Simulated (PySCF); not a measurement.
Below is a simulated gas-phase C 1s photoelectron spectrum of `C/N=C/C=O`.

Every computed line was given a Gaussian of 0.7 eV full width at half maximum and an area set by the number of equivalent atoms; the highest printed point is 100. Method: delta-SCF UKS SCAN, pcX-2 on the ionised atom, pcseg-1 elsewhere, spin-free X2C (PySCF).

(binding energy (eV), intensity): (291.1, 0), (291.2, 1), (291.3, 3), (291.4, 6), (291.5, 12), (291.6, 23), (291.7, 38), (291.8, 57), (291.9, 76), (292.0, 92), (292.1, 100), (292.2, 98), (292.3, 86), (292.4, 68), (292.5, 48), (292.6, 31), (292.7, 18), (292.8, 10), (292.9, 7), (293.0, 8), (293.1, 13), (293.2, 20), (293.3, 30), (293.4, 40), (293.5, 48), (293.6, 52), (293.7, 49), (293.8, 42), (293.9, 32), (294.0, 22), (294.1, 13), (294.2, 7), (294.3, 3), (294.4, 1), (294.5, 1), (294.6, 0)

Count the maxima, the lines and the sites behind this envelope.

The curve has 2 maxima (at 292.1 and 293.6 eV). Under it lie 3 lines from 3 inequivalent carbon sites. At this width some lines have no maximum of their own.

Decompose the envelope and assign each component. Numbering: `[CH3:1]/[N:2]=[CH:3]/[CH:4]=[O:5]`.

| position (eV) | relative area | line | atoms | environment |
| --- | --- | --- | --- | --- |
| 292.05 | 1 | C 1s | C1 | N-methyl carbon |
| 292.20 | 1 | C 1s | C3 | imine carbon |
| 293.61 | 1 | C 1s | C4 | aldehyde carbon |

Lowest listed C 1s: C1, bonded to N and 3 H. Highest, 1.56 eV above it: C4, bonded to O (double bond), C and H. The widest gap between neighbouring values is 1.41 eV, between 292.20 and 293.61 eV.

No satellites, vibrations or lifetime broadening are included. Spin contamination (⟨S²⟩ against 0.75 for a pure doublet) is marked for C 1s of C4 (0.86), which makes this value less certain. Geometry: PBE0-D3(BJ)/def2-SVP, one conformer, isolated molecule.

Hardware: Arm Neoverse V1, one thread, on a shared host. Cost: 29 s, 0.43 GiB resident at most.

Shape of the structure used: `[CH3:1]/[N:2]=[CH:3]/[CH:4]=[O:5]`: N2–C3–C4–O5 180°.
